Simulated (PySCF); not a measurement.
Excitations are Tamm–Dancoff values on a coarser integration grid. The basis has no diffuse functions, so Rydberg states are missing or too high.

# C$_{3}$H$_{3}$N, SMILES `C(C=C)#N` (charge 0, multiplicity 1)

The numbers are results of PBE-D3(BJ)/def2-TZVP // CAM-B3LYP-D3(BJ)/def2-TZVP run with PySCF, not measurements.

```json
{
 "HOMO": "-7.37 eV",
 "dipole_moment": "3.87 D",
 "HOMO–LUMO gap": "4.73 eV",
 "LUMO": "-2.64 eV",
 "S1 excitation (TDA)": "5.85 eV",
 "S1 oscillator strength": "0.000",
 "brightest of the four lowest singlets (TDA)": "6.48 eV",
 "T1 excitation (TDA)": "3.86 eV",
 "S1–T1 gap (TDA)": "1.98 eV",
 "total_energy": "-170.6821 Ha",
 "cost": "about 40 core-seconds (a rough figure)"
}
```

Bonds (Å): C1–C2 1.324, C1–H5 1.081, C1–H6 1.081, C2–C3 1.428, C2–H7 1.083, C3–N4 1.146. Angles (°): C2–C1–H5 121.7, C2–C1–H6 120.6, H5–C1–H6 117.7, C1–C2–C3 122.7, C1–C2–H7 121.5, C3–C2–H7 115.8, C2–C3–N4 179.0.
